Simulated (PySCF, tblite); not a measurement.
**C3H5O2−: geometry, NMR shifts and spin-spin couplings**

Wanted: the NMR shifts and spin-spin couplings of C3H5O2− (`C=C([O-])OC`), by calculation.

Programs: tblite 0.8.0 and PySCF 2.14.0, with density-fitted response routines of our own. Each step states its level of theory. These are calculated values for one molecule in the gas phase, unless marked as measured. Atoms count from 0, in the outputs and in this text.

## (1) The molecule as given

10 atoms, charge -1, multiplicity 1; geometry from: force field or distance geometry start.

Bonds of the start (Å): C0–C1 1.35, C1–O2 1.27, C1–O3 1.41, O3–C4 1.41, C0–H5 1.08, C0–H6 1.07, C4–H7 1.09, C4–H8 1.10, C4–H9 1.09.

## (2) Geometry optimisation with GFN2-xTB, one coordinate held

What the job is given:

```
{"job": {"kind": "relax", "xc": "GFN2-xTB", "basis": "xTB"}, "charge": -1, "multiplicity": 1}
C      1.928400    -0.121700     0.032400
C      0.617300    -0.412500     0.200100
O      0.221200    -1.473600     0.776700
O     -0.191900     0.616200    -0.329900
C      0.537600     1.683800    -0.894600
H      2.217600     0.796400    -0.458700
H      2.691400    -0.793100     0.377000
H     -0.181100     2.418200    -1.272700
H      1.142800     1.343900    -1.753300
H      1.156800     2.191800    -0.152400
```

On the command line:

```
> OMP_NUM_THREADS=1 python probes_run.py task.json out
```

One launch serves the whole session: the jobs run in the order shown.

**Question.** This job is followed by: GIAO PBE0/pcSseg-1 NMR shielding, non-relativistic, gas phase; B3LYP/pcJ-1 indirect spin-spin coupling, non-relativistic, gas phase. What will the session give for the following? 13C shifts against TMS (PBE0/pcSseg-1); 1H shifts against TMS (PBE0/pcSseg-1); 17O shifts against H2O (PBE0/pcSseg-1); largest coupling of the table (B3LYP/pcJ-1).

**Answer**, as computed:

```
                                   quantity                             value
     13C shifts against TMS (PBE0/pcSseg-1)             175.3, 53.9, 21.7 ppm
      1H shifts against TMS (PBE0/pcSseg-1)  3.47, 3.46, 3.36, 1.13, 0.99 ppm
     17O shifts against H2O (PBE0/pcSseg-1)                  273.1, 130.9 ppm
largest coupling of the table (B3LYP/pcJ-1)           1J(C,H) C0–H6, 160.1 Hz
```

The optimisation took 26 steps and gained 0.737 eV; among the close pairs (by a distance rule), C1–O3 changed most, from 1.412 to 1.471 Å. Shifts at one fixed geometry are not the observed spectrum, which averages over the motion. The geometry holds a dihedral fixed, so it need not be a minimum. In the run at B3LYP/pcJ-1, the largest coupling of the table is C0–H6, 160.1 Hz, of which the Fermi-contact term gives 157.3 Hz. At PBE0/pcSseg-1 the HOMO lies above zero (+0.32 eV), as often for anions in the gas phase: self-interaction error lifts it, or the electron is held by the finite basis alone; counter-ions and solvent are missing.
